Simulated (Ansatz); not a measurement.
## How far each method lies from RCCSDTQ for SCO, singlet

Geometry: MP2(full)/6-31G*, from the G2/97 set.

```
atom   x (Å)   y (Å)    z (Å)
   O  0.0000  0.0000  -1.3076
   C  0.0000  0.0000  -0.1288
   S  0.0000  0.0000   1.4364
```

Basis 6-31G* (Cartesian d functions); Ansatz 0.2.0. Correlated methods freeze the noble-gas cores, which leaves 16 electrons in 42 orbitals. Prefix R: restricted or restricted open-shell reference. Active spaces: valence = (16e, 12o) chosen from the atoms' valence shells.

Full CI isn't at hand for all of this; RCCSDTQ serves as the reference, and is uncertain by the last step of the cluster series or more.

```
UHF ⟨S²⟩                          : 0.000
T1 diagnostic (RCCSD)             : 0.0215
largest doubles amplitude (RCCSD) : 0.069
```

| level | E − E(RCCSDTQ) (kJ/mol) | share of correlation (%) | wall time |
| --- | --- | --- | --- |
| RHF | 1199.8 | 0.00 | – |
| RMP2 | 71.7 | 94.02 | – |
| CISD | 180.8 | 84.93 | 1.5 s |
| RCCSD | 61.0 | 94.92 | – |
| RCCSD(T) | 6.3 | 99.48 | 0.64 s |
| BCCD(T) | 5.2 | 99.57 | 0.73 s |
| RCCSDT | 4.6 | 99.62 | – |
| RCCSDT(Q) | -0.6 | 100.05 | 17 s |
| CASSCF (valence space) | 764.3 | 36.29 | – |
| NEVPT2 (valence space) | 148.5 | 87.62 | 5.5 s (H100) |
| MRCISD (valence space) | 69.0 | 94.25 | – |
| MRCISD+Q (valence space) | 10.7 | 99.11 | 8.5 s (H100) |

The correlation energy at RCCSDTQ, counted from RHF, is -12.435 eV. That run took 29 s on 5 threads of AMD EPYC 7R13 with a whole H100 80 GB, shared host.

Times hold each run's SCF and search for its determinant on a shared host, so for small cases they say little of a method's own cost; rows without a card ran on 1 thread of AMD EPYC 7R13.

Natural occupations of CASSCF (valence space) about the gap: 1.980 1.979 1.972 1.952 1.952 0.068 0.068 0.033 0.018; effectively unpaired electrons, Σ n²(2−n)², 0.07.

Atomization energy (electronic, same basis, no zero-point term; atoms at the same level, unrestricted beside the R rows where the molecule is a closed shell, with restricted open-shell steps beyond CCSDT(Q)) at RCCSDTQ: 1287.4 kJ/mol. Errors of other levels:

```json
{"level": "RHF", "error (kJ/mol)": "-460.1"}
{"level": "RMP2", "error (kJ/mol)": "75.6"}
{"level": "CISD", "error (kJ/mol)": "-159.1"}
{"level": "RCCSD", "error (kJ/mol)": "-50.6"}
{"level": "RCCSD(T)", "error (kJ/mol)": "-4.1"}
{"level": "BCCD(T)", "error (kJ/mol)": "-2.6"}
{"level": "RCCSDT", "error (kJ/mol)": "-4.3"}
{"level": "RCCSDT(Q)", "error (kJ/mol)": "0.6"}
{"level": "CASSCF (valence space)", "error (kJ/mol)": "-41.5"}
{"level": "NEVPT2 (valence space)", "error (kJ/mol)": "13.6"}
{"level": "MRCISD (valence space)", "error (kJ/mol)": "-48.5"}
{"level": "MRCISD+Q (valence space)", "error (kJ/mol)": "-15.4"}
```

This basis is far from its limit, so the value isn't to be set against a measured one. Truncated CI isn't size-consistent, which counts against it in atomization.
